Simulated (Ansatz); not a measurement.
# bcc K

Method: PBE-D4 (Ansatz, an electronic-structure program, PAW).

Numerical settings: plane-wave cutoff 500 eV, 20×20×20 k mesh, Fermi–Dirac smearing 0.1 eV, scalar-relativistic PAW data made under PBE.

Cell (relaxed at this level):

```cif
data_K2
_chemical_formula_sum 'K2'
_space_group_name_H-M_alt 'Im-3m'
_space_group_IT_number 229
_space_group_name_Hall '-I 4 2 3'
_cell_length_a 5.21247
_cell_length_b 5.21247
_cell_length_c 5.21247
_cell_angle_alpha 90.000
_cell_angle_beta 90.000
_cell_angle_gamma 90.000
loop_
_atom_site_label
_atom_site_type_symbol
_atom_site_symmetry_multiplicity
_atom_site_Wyckoff_symbol
_atom_site_fract_x
_atom_site_fract_y
_atom_site_fract_z
_atom_site_occupancy
K1 K 2 a 0.00000 0.00000 0.00000 1
```
(The calculation used a cell of 1 atom; values per cell refer to that cell.)

```
Item                        Result
-------------------  -------------
volume per atom      70.81 Å³/atom
lattice parameter a        5.212 Å
```

Measured, for comparison: equilibrium volume per atom 70.79 Å³/atom, lattice constant a 5.212 Å (low-temperature or extrapolated to 0 K; zero-point anharmonic expansion removed; as tabulated in Csonka et al. (2009), arXiv:0903.4037). Computed (rounded) less measured: equilibrium volume per atom 0.0 %, lattice constant a 0.0 %.

Note: a distance lies near a switch of the dispersion term, which can move the cell.

The result took very roughly 50 core-seconds.
